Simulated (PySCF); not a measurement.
# F5P (Phosphorus pentafluoride): the cost of one run

Computed with PySCF 2.14.0, with density-fitted response routines of our own, on a single molecule, in the gas phase or a continuum. Atoms count from 0, in the outputs and in this text.

### Step 1. The starting structure

6 atoms, charge 0, multiplicity 1; geometry from: GFN2-xTB.

Bonds of the start (Å): F0–P1 1.59, P1–F2 1.56, P1–F3 1.56, P1–F4 1.56, P1–F5 1.59.

### Step 2. Geometry optimisation at PBE0-D3(BJ)/def2-SVP

The job: settings as JSON, then the geometry in Å.

```
{"job": {"xc": "PBE0", "basis": "def2-SVP", "d3": "d3bj", "grid": 1, "kind": "geom"}, "charge": 0, "multiplicity": 1}
F      1.579153     0.132780    -0.125233
P      0.000478     0.000326    -0.004123
F     -0.149312     1.525516    -0.291951
F      0.153520    -0.498008     1.465024
F     -0.002327    -1.025578    -1.178820
F     -1.578390    -0.133047     0.113528
```

Started as:

```bash
$ OMP_NUM_THREADS=1 python probes_run.py task.json out
```

This one command runs all jobs of the session in turn.

Q: Estimate the wall time and peak memory of this first job on 1 thread of Arm Neoverse V2, shared host.

About 27 s, with a peak of 0.37 GiB.
